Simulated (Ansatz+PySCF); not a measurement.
Two shapes of singlet CF₂.

Shape 1:

```xyz
3

C     0.0000    0.0000   -0.5911
F     0.0000    1.0238    0.1970
F     0.0000   -1.0238    0.1970
```

Shape 2:

```xyz
3

C     0.0000    0.0000   -0.6384
F     0.0000    1.1057    0.2128
F     0.0000   -1.1057    0.2128
```

Basis set: def2-SVP (spherical functions). Frozen core: 3 orbitals. Charge 0, multiplicity 1.

Computed with Ansatz (development build ahead of 0.2.0); each method stands on the lowest determinant of its kind that the runs found.

Which shape is lower in energy, and by how much in each method?

| method | E(2) − E(1) (eV) |
| --- | --- |
| UHF | 0.680 |
| RHF-MP2 | 0.434 |
| RHF-CCSD | 0.435 |
| UHF-CCSD | 0.442 |
| RHF-CCSD(T) | 0.383 |

Shape 1 is lower. Caution for UHF, UHF-CCSD: the unrestricted determinant is spin contaminated; the determinant breaks the point group.
